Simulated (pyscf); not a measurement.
HO–SiH(F)–F + H₂ → F–SiH₂–F + H₂O, a four-centre exchange (singlet surface; O–Si, H–H broken, H–Si, H–O formed). Structures and frequencies: ωB97X-D3(BJ)/def2-SVP in PySCF. Energies in kcal/mol from the separated reactants.

Small-basis levels: PySCF, no dispersion term, spherical d functions. AM1 to PM7: differences of heats of formation from MOPAC, which are fitted to 298 K values and so differ in kind from electronic energies by zero-point and thermal terms. Cost: rough CPU time at the saddle relative to B3LYP/6-31G*, from one job on a shared machine.

| level | barrier | reaction energy | cost |
|---|---|---|---|
| HF/3-21G | 65.4 | +34.1 | 0.05 |
| HF/6-31G* | 74.9 | +24.0 | 0.08 |
| MP2/6-31G* | 67.8 | +31.0 | 0.09 |
| SVWN5/6-31G* | 40.6 | +30.6 | 0.8 |
| BP86/6-31G* | 53.4 | +27.7 | 1 |
| B3LYP/STO-3G | 51.7 | +20.4 | 0.6 |
| B3LYP/LANL2DZ | 51.2 | +18.9 | 0.7 |
| B3LYP/6-31G* | 59.2 | +28.0 | 1 |
| B3LYP/6-311+G** | 54.2 | +19.3 | 1 |
| PBE/def2-SVP | 43.3 | +24.1 | 1 |
| B3LYP/def2-SVP | 50.8 | +24.2 | 1 |
| AM1 | 63.4 | +18.8 | under 0.02 |
| ωB97M-D3(BJ)/def2-TZVP | 54.7 | +25.6 | – |

Against the last row the barrier runs from -14.0 (SVWN5/6-31G*) to +20.2 kcal/mol (HF/6-31G*). ωB97M-D3(BJ)/def2-TZVP has limits of its own. On the product side the descent ends in a complex, 4.2 kcal/mol under the separated species and 33.9 kcal/mol under the saddle at ωB97X-D3(BJ)/def2-TZVP. This is the saddle that the search found; another between the same sides may lie lower.
